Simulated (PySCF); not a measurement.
# Beryllium: a sound run and one with changed settings

Sound run: Be [He] 2s2, Be⁺ [He] 2s1. All numbers are calculated (PySCF 2.14, no relativity, point nucleus, in cc-pVDZ). In the sound run the correlated levels freeze 1s2. The sound run starts from symmetry-adapted Hartree-Fock orbitals and uses a fine grid where one is needed.

A second run was set up differently.

```csv
species,method,sound run (hartree),changed run (hartree),converged
Be,UHF,-14.57234,-14.57234,yes
Be,PBE0,-14.63510,-14.63510,no
Be,PBE,-14.62761,-14.62761,no
Be,MP2,-14.59795,-14.57360,yes
Be,CCSD(T),-14.61684,-14.61684,yes
Be⁺,UHF,-14.27544,-14.27543,no
Be⁺,PBE0,-14.30379,-14.30370,no
Be⁺,PBE,-14.29528,-14.29512,no
```

What was changed?
A. minimal basis
B. too few SCF iterations
C. a valence shell is frozen
D. level shift left on

D. It used initial guess atom, at most 50 SCF cycles, level shift 10.0 hartree. A level shift leaves the converged SCF energy unchanged but raises the virtual orbital energies, which shrinks MP2 if it is not removed.
